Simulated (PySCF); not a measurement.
Ionisation energies (eV) were calculated with PySCF 2.14 by MP2 (valence), PBE0, LDA, in another order, as differences of total energies without spin-orbit coupling. The measured values are between term centres (NIST).

| species | measured | A | B | C |
| --- | --- | --- | --- | --- |
| B (x2c-TZVPPall with one added diffuse shell each of s, p, d type, spin-free X2C) | 8.297 | 8.644 | 8.637 | 8.260 |
| Al+ (x2c-TZVPPall with one added diffuse shell each of s, p, d type, spin-free X2C) | 18.829 | 18.707 | 18.948 | 18.312 |
| Cl (x2c-TZVPPall with one added diffuse shell each of s, p, d type, spin-free X2C) | 12.974 | 12.947 | 13.196 | 12.720 |
| Sc (x2c-TZVPPall with one added diffuse shell each of s, p, d, f type, spin-free X2C) | 6.562 | 6.388 | 6.694 | 6.101 |
| Co (x2c-TZVPPall with one added diffuse shell each of s, p, d, f type, spin-free X2C) | 7.869 | 7.881 | 7.909 | 7.429 |
| Mo (x2c-TZVPPall with one added diffuse shell each of s, p, d, f type, spin-free X2C) | 7.092 | 7.194 | 7.716 | 6.805 |
| Ba (x2c-TZVPPall with one added diffuse shell each of s, p, d type, spin-free X2C) | 5.212 | 5.124 | 5.382 | 4.737 |
| Au (x2c-TZVPPall with one added diffuse shell each of s, p, d, f type, spin-free X2C) | 9.226 | 9.249 | 9.922 | 9.154 |

Question: Which column is which method?

Answer: A is PBE0 (mean error 0.01 eV); B is LDA (mean error 0.29 eV); C is MP2 (valence) (mean error -0.32 eV). PBE0, with a quarter of exact exchange, lies close to experiment on average. LDA overbinds the outer electron and comes out highest. Valence MP2 in a finite basis recovers only part of the missing correlation, so it stays below experiment on average.
